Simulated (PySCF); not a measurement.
**Helium: a sound run and one with changed settings**

Sound run: He 1s2, He⁺ 1s1. All numbers are calculated (PySCF 2.14, no relativity, point nucleus, in cc-pVDZ (2s1p, 5 functions)). The sound run starts from symmetry-adapted Hartree-Fock orbitals and uses a fine grid where one is needed.

Changed run: radial step 0.8 in ln r (0.13 in the sound run). This setting is unsound on purpose.

| species | method | sound run (hartree) | changed run (hartree) | converged |
| --- | --- | --- | --- | --- |
| He | UHF | -2.85516 | -2.85516 | yes |
| He | r2SCAN | -2.89750 | -2.90665 | yes |
| He | BP86 | -2.89812 | -2.90121 | yes |
| He⁺ | UHF | -1.99362 | -1.99362 | yes |
| He⁺ | r2SCAN | -1.99452 | -2.00237 | yes |
| He⁺ | BP86 | -1.98739 | -1.99059 | yes |

Ionisation energy of He:

```
method  sound run (eV)  changed run (eV)
   UHF          23.444            23.444
r2SCAN          24.571            24.607
  BP86          24.782            24.779
```

A coarse radial grid mis-integrates the density and the exchange-correlation energy, with errors of either sign; Hartree-Fock needs no grid.

For comparison, NIST gives 24.587 eV between the lowest levels.
